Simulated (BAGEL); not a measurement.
**BH2SF (SMILES FBS): HF/def2-SVPD (density fitting with qzvpp-jkfit)**

Aim: the vertical ionisation energy of BH2SF at HF/def2-SVPD (density fitting with qzvpp-jkfit), from 2 runs. 

The calculation is run with BAGEL 1.2.2.

### 1 The molecule

BH2SF has 5 atoms, charge 0, and is taken as a singlet. SMILES: `FBS`. The coordinates come from a PBE0-D4/def2-TZVP relaxation. This is one conformer, not always the lowest.

Bond lengths: F1–B2 1.322 Å, B2–S3 1.794 Å, B2–H4 1.194 Å, S3–H5 1.342 Å. Angles: F1–B2–S3 117.9°, F1–B2–H4 119.5°, S3–B2–H4 122.6°, B2–S3–H5 94.9°.

### 2 The energy at HF/def2-SVPD (density fitting with qzvpp-jkfit)

calc.json

```json
{ "bagel" : [

{
  "title" : "molecule",
  "basis" : "def2-svpd.json",
  "df_basis" : "qzvpp-jkfit",
  "angstrom" : "true",
  "geometry" : [
    { "atom" : "F", "xyz" : [   -1.119100,   -0.905900,   -1.069200 ] },
    { "atom" : "B", "xyz" : [   -0.412800,   -0.339100,   -0.106100 ] },
    { "atom" : "S", "xyz" : [    0.972400,    0.698600,   -0.579400 ] },
    { "atom" : "H", "xyz" : [   -0.712000,   -0.530900,    1.033700 ] },
    { "atom" : "H", "xyz" : [    1.321400,    1.003700,    0.679600 ] }
  ]
},
{
  "title" : "hf"
},
{
  "title" : "print",
  "file" : "orbitals.molden",
  "orbitals" : "true"
}

]}
```

The basis set def2-SVPD is read from a file made from the Basis Set Exchange's data (not shown).

Command:

```console
$ BAGEL_NUM_THREADS=1 BAGEL calc.json > calc.out
```

Log:

```text
* using 1 threads per process

  ===============================================================
  ===============================================================

  *** Geometry ***

  { "atom" : "F", "xyz" : [     -2.114793,     -1.711903,     -2.020495 ] },
  { "atom" : "B", "xyz" : [     -0.780079,     -0.640806,     -0.200500 ] },
  { "atom" : "S", "xyz" : [      1.837570,      1.320163,     -1.094907 ] },
  { "atom" : "H", "xyz" : [     -1.345485,     -1.003256,      1.953410 ] },
  { "atom" : "H", "xyz" : [      2.497084,      1.896718,      1.284258 ] },

  Number of auxiliary basis functions:      316

  Since a DF basis is specified, we compute 2- and 3-index integrals:
    o Being stored without compression. Storage requirement is 0.019 GB

  Number of basis functions:       86
  Number of electrons      :       32

    * METHOD: MOLECULE                             0.15

  *** RHF ***

  === Nuclear Repulsion ===
    86.6356269125

      * DIIS with orbital gradients will be used.

  === RHF iteration (def2-svpd.json) ===
      0       -522.48551368          0.02109866           0.04
      1       -522.60905531          0.01542473           0.04
      2       -522.68447502          0.00180238           0.04
      3       -522.68623306          0.00041220           0.04
      4       -522.68632304          0.00012353           0.04
      5       -522.68633482          0.00002854           0.04
      6       -522.68633557          0.00000769           0.04
      7       -522.68633563          0.00000295           0.04
      8       -522.68633564          0.00000109           0.04
      9       -522.68633564          0.00000034           0.04
     10       -522.68633564          0.00000011           0.04
     11       -522.68633564          0.00000004           0.04
     12       -522.68633564          0.00000001           0.04
     13       -522.68633564          0.00000000           0.04
    * SCF iteration converged.

    * Permanent dipole moment:
           (   -0.217175,    -0.185581,    -0.652970) a.u.

    * METHOD: HF                                   0.73

    * METHOD: PRINT                                0.02

  ===============================================================
```

Wall time 1.1 s (1 thread of Arm Neoverse N1, shared host).

### 3 The doublet cation, same level

hf.json

```json
{ "bagel": [

{
  "title": "molecule",
  "basis": "def2-svpd.json",
  "df_basis": "qzvpp-jkfit",
  "angstrom": true,
  "geometry": [
    { "atom": "F", "xyz": [   -1.119100,   -0.905900,   -1.069200 ] },
    { "atom": "B", "xyz": [   -0.412800,   -0.339100,   -0.106100 ] },
    { "atom": "S", "xyz": [    0.972400,    0.698600,   -0.579400 ] },
    { "atom": "H", "xyz": [   -0.712000,   -0.530900,    1.033700 ] },
    { "atom": "H", "xyz": [    1.321400,    1.003700,    0.679600 ] }
  ]
},
{
  "title": "uhf",
  "charge": 1,
  "nopen": 1
},
{
  "title": "print",
  "file": "orbitals.molden",
  "orbitals": true
}

]}
```

The basis set def2-SVPD is read from a file made from the Basis Set Exchange's data (not shown).

Command:

```console
$ BAGEL_NUM_THREADS=1 BAGEL hf.json > hf.out
```

Log:

```text
* using 1 threads per process

  ===============================================================
  ===============================================================

  *** Geometry ***

  { "atom" : "F", "xyz" : [     -2.114793,     -1.711903,     -2.020495 ] },
  { "atom" : "B", "xyz" : [     -0.780079,     -0.640806,     -0.200500 ] },
  { "atom" : "S", "xyz" : [      1.837570,      1.320163,     -1.094907 ] },
  { "atom" : "H", "xyz" : [     -1.345485,     -1.003256,      1.953410 ] },
  { "atom" : "H", "xyz" : [      2.497084,      1.896718,      1.284258 ] },

  Number of auxiliary basis functions:      316

  Since a DF basis is specified, we compute 2- and 3-index integrals:
    o Being stored without compression. Storage requirement is 0.019 GB

  Number of basis functions:       86
  Number of electrons      :       32

    * METHOD: MOLECULE                             0.15

  *** Open-shell HF ***

  === Nuclear Repulsion ===
    86.6356269125

      * DIIS with orbital gradients will be used.

  === UHF iteration (def2-svpd.json) ===
      0       -522.08516528          0.04648320           0.08
      1       -522.22421849          0.03500557           0.08
      2       -522.28124799          0.02140575           0.08
      3       -522.32339098          0.00155642           0.08
      4       -522.32391614          0.00031435           0.08
      5       -522.32395677          0.00011040           0.08
      6       -522.32396584          0.00002880           0.08
      7       -522.32396699          0.00000765           0.08
      8       -522.32396724          0.00000285           0.08
      9       -522.32396731          0.00000141           0.08
     10       -522.32396734          0.00000094           0.08
     11       -522.32396735          0.00000067           0.08
     12       -522.32396735          0.00000043           0.08
     13       -522.32396735          0.00000022           0.08
     14       -522.32396735          0.00000012           0.08
     15       -522.32396735          0.00000005           0.08
     16       -522.32396735          0.00000002           0.08
     17       -522.32396735          0.00000001           0.08
     18       -522.32396735          0.00000001           0.08
    * SCF iteration converged.

    * S^2 (UHF) is 0.7613

    * Permanent dipole moment:
           (   -1.213241,    -0.953683,    -1.009163) a.u.

    * METHOD: UHF                                  1.69

    * METHOD: PRINT                                0.02

  ===============================================================
```

It took 2 s on 1 thread of Arm Neoverse N1, shared host.

### 4 What came out

Level: HF/def2-SVPD (density fitting with qzvpp-jkfit).

```
                                          quantity          value
                       singlet BH2SF: total energy  -522.68634 Eh
                      singlet BH2SF: dipole moment         1.81 D
                        singlet BH2SF: HOMO energy      -11.14 eV
                        singlet BH2SF: LUMO energy        1.91 eV
                      singlet BH2SF: HOMO–LUMO gap       13.05 eV
                      doublet cation: total energy  -522.32397 Eh
                              doublet cation: ⟨S²⟩          0.761
vertical ionisation energy (to the doublet cation)       9.861 eV
```

**Reading.** Removing an electron at fixed nuclei costs 9.86 eV (227 kcal/mol). −ε(HOMO) before ionisation, 11.14 eV, is 1.28 eV above this ionisation energy.
